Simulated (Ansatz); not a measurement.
C₄H₃FS (`Fc1cccs1`). Charge 0, multiplicity 1.

Cartesian coordinates in Å:
```
F 2.115 -1.530 -0.214
C 1.001 -0.814 -0.184
C 0.732 0.236 0.629
C -0.566 0.752 0.371
C -1.224 0.083 -0.613
S -0.281 -1.196 -1.257
H 1.426 0.613 1.367
H -0.992 1.592 0.903
H -2.213 0.264 -1.003
```

Question: List the harmonic frequencies (cm⁻¹, unscaled) at PBE0-D4/def2-TZVP in Ansatz. (Estimate.)

Answer: Computed: 274, 370, 497, 551, 565, 693, 733, 754, 827, 870, 906, 1057, 1105, 1243, 1259, 1402, 1516, 1621, 3229, 3251, 3273.

Question: Is this a minimum?

Answer: Yes, all 21 modes are real.

Question: Give the ideal-gas thermochemistry at 298.15 K and 1 bar (rigid rotor, harmonic oscillator; point group Cs, symmetry number 1).

Answer: Zero-point energy 155.5 kJ/mol; H(298) − E = 170.6 kJ/mol; entropy 302.7 J/(mol·K), of which translation 166.6, rotation 111.3, vibration 24.8; G(298) − E = 80.4 kJ/mol.

Question: And at 400, 500, 600, 800 and 1000 K?

Answer: 
```csv
T (K),H − E (kJ/mol),S (J/mol/K),G − E (kJ/mol)
400,180.2,330.3,48.1
500,191.7,355.7,13.8
600,204.6,379.3,-23.0
800,233.8,421.1,-103.1
1000,265.9,457.0,-191.0
```

Question: Rotational constants (cm⁻¹)?

Answer: 0.1803, 0.108, 0.06756.
